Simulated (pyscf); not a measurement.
GaH₃ (SMILES [GaH3]) + H₂C=CH₂ (SMILES C=C) -> H₂C=CH–GaH₂ (SMILES C=[CH][GaH2]) + H₂ (SMILES [H][H]) (four-centre exchange; singlet surface; Ga–H, C–H broken, C–Ga, H–H formed). Structures and frequencies: ωB97X-D3(BJ)/def2-SVP in PySCF. Energies in kJ/mol from the separated reactants.

| level | barrier | reaction energy |
|---|---|---|
| PBE/def2-TZVP | 111.2 | +20.2 |
| r²SCAN/def2-TZVP | 112.1 | +17.9 |
| B3LYP-D3(BJ)/def2-TZVP | ___ | ___ |
| PBE0-D3(BJ)/def2-TZVP | 120.1 | +20.9 |
| M06-2X/def2-TZVP | 134.5 | +11.6 |
| ωB97M-D3(BJ)/def2-TZVP | ___ | +25.0 |

### Question
Some entries are withheld; supply them.

### Answer

- B3LYP-D3(BJ)/def2-TZVP, barrier: 136.9
- B3LYP-D3(BJ)/def2-TZVP, reaction energy: +21.2
- ωB97M-D3(BJ)/def2-TZVP, barrier: 145.3

The functionals in the table span 34.0 kJ/mol in this barrier, from PBE to ωB97M-D3(BJ)/def2-TZVP. On the reactant side the descent ends in a bound adduct, 51.7 kJ/mol under the separated species and 188.5 kJ/mol under the saddle at ωB97X-D3(BJ)/def2-TZVP. At the saddle there is also a short Ga–H contact that neither side keeps. At ωB97X-D3(BJ)/def2-TZVP the barrier from the zero used here is 136.7 kJ/mol. H₂C=CH–GaH₂ lies 73.6 kJ/mol over its isomer H₃C–CH₂–Ga [singlet] (electronic energy, ωB97M-D3(BJ)/def2-TZVP). This is the saddle that the search found; another between the same sides may lie lower. Elements up to Kr have no core potential and no relativistic terms here.
